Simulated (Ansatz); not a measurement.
Born–Oppenheimer molecular dynamics of FLi (2 atoms, charge 0, multiplicity 1). It goes on from the last frame of an earlier run, with new velocities.

All numbers below come from RKS PBE-D4/def2-TZVP in Ansatz 0.2.0.

```json
{
 "ensemble": "NVE (velocity Verlet)",
 "time step": "2 fs",
 "steps asked": "166",
 "starting velocities drawn for": "300 K",
 "seed": "51685"
}
```

First frame:

```xyz
2
Properties=species:S:1:pos:R:3
Li -0.644 0.187 -0.340
F 0.680 -0.249 0.348
```

Problem. What does the run give?

Solution. The run went to its last step.

```yaml
steps_done: 166
time_covered: 332 fs
mean_temperature_over_the_second_half: 177 K
spread_of_the_potential_energy_over_the_second_half: 2.7 meV per atom
mean_potential_energy_of_the_second_half_above_the_start: 2.7 meV per atom
```

The conserved energy stayed within 0.22 meV per atom of its start (net change -0.0035 meV per atom), so the integration is sound. A run of 0.33 ps of so small a system gives no equilibrium averages.

Problem. What happens to the structure?

Solution. The same pairs are bonded in the first frame and the last. Pairs count as bonded within 1.25 times the sum of covalent radii (0.12 Å more for H–H). The details hang on the random start.

Problem. How do temperature and energy run in time?

Solution. 
```tsv
time (fs)	T (K)	potential energy less start (eV)	conserved less start (meV/atom)
0.0	300	0.000	0.00
16.0	129	0.008	0.13
32.0	32	0.012	0.19
48.0	5	0.013	0.19
64.0	106	0.009	0.13
80.0	214	0.004	0.08
96.0	344	-0.002	-0.02
112.0	342	-0.002	-0.02
128.0	207	0.004	0.08
144.0	99	0.009	0.14
160.0	3	0.013	0.19
176.0	37	0.012	0.19
192.0	137	0.007	0.12
208.0	306	0.000	0.00
224.0	346	-0.002	-0.02
240.0	279	0.001	0.04
256.0	183	0.005	0.08
272.0	34	0.012	0.18
288.0	2	0.013	0.21
304.0	67	0.010	0.16
320.0	236	0.003	0.04
```

The run took 31 s on 1 CPU thread of a shared host.
